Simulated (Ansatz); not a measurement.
Relaxation of BH₃O (5 atoms, charge 0, multiplicity 1), to a largest force component of 0.03 eV/Å in at most 50 steps.

The calculation used Ansatz 0.2.0, RKS PBE-D4/def2-SVP.

```xyz
5
Properties=species:S:1:pos:R:3
B -0.335 -0.163 -0.877
O 0.880 0.221 1.383
H 0.674 -0.672 1.726
H 1.503 0.012 0.638
H -1.425 0.320 -0.475
```

Where does it end, and by what steps?

The forces met the threshold. After 15 steps the energy has fallen by 0.493 eV; O2 moved furthest, 0.74 Å. Joined: B1–O2 (2.59 → 1.55 Å).

```csv
step,energy less start (eV),largest force component (eV/Å),accepted
0,0.0000,0.744,yes
1,-0.1413,0.781,yes
2,-0.2549,0.407,yes
3,-0.2778,0.301,yes
4,-0.2947,0.802,yes
5,-0.3152,0.793,yes
6,-0.3640,0.615,yes
7,-0.3936,0.922,yes
8,-0.4274,0.655,yes
9,-0.4687,0.899,yes
10,-0.4770,0.636,yes
11,-0.4889,0.338,yes
12,-0.4924,0.138,yes
13,-0.4918,0.092,no
14,-0.4934,0.038,yes
15,-0.4935,0.014,yes
```

```xyz
5
Properties=species:S:1:pos:R:3
B -0.093 0.210 -0.552
O 0.653 -0.114 0.762
H 0.391 -0.391 1.715
H 1.620 -0.035 0.662
H -1.274 0.048 -0.191
```

Time of the run: 10 s on 1 thread of Arm Neoverse V2 (shared host), peak memory 0.095 GiB.
